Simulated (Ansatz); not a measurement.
**[OH···H···H], doublet along the distance O1-H3**

Starting geometry:

```xyz
4

O    -0.1530   -0.0491    0.0000
H    -0.4023    0.8775    0.0000
H     0.8065   -0.0491    0.0000
H     2.0240   -0.0491    0.0000
```

From there H3 is moved from one fragment to the other while all else, the fragments' distance too, stays fixed; atoms are numbered as listed. Energies are in kJ/mol, counted from the starting geometry at the same level.

Basis cc-pVTZ; Ansatz 0.2.0. Only valence electrons are correlated (noble-gas cores frozen). Prefix R: restricted or restricted open-shell reference; prefix U: unrestricted.

Full CI isn't at hand for all of this; UCCSDT(Q) serves as the reference, and is uncertain by about the last step of the cluster series. The frozen core follows each run's orbitals, which can shift R against U totals by a few meV.

```
distance O1-H3 (Å)   RMP2
             0.960    0.0
             1.027    9.3
             1.162   48.1
             1.297  100.4
             1.432   94.0
```

**Question.** Estimate the UCCSDT(Q) curve in cc-pVTZ from this one, knowing how RMP2 errs.

**Answer.** The computed UCCSDT(Q) values, in kJ/mol from the starting point, and the error of RMP2 against them:
```
distance O1-H3 (Å)  UCCSDT(Q)  RMP2 less UCCSDT(Q)
             0.960        0.0                  0.0
             1.027        7.4                  2.0
             1.162       41.9                  6.2
             1.297       59.4                 41.0
             1.432       59.4                 34.7
```

The error spans 41.0 kJ/mol and is largest, 41.0 kJ/mol, at 1.297 Å.
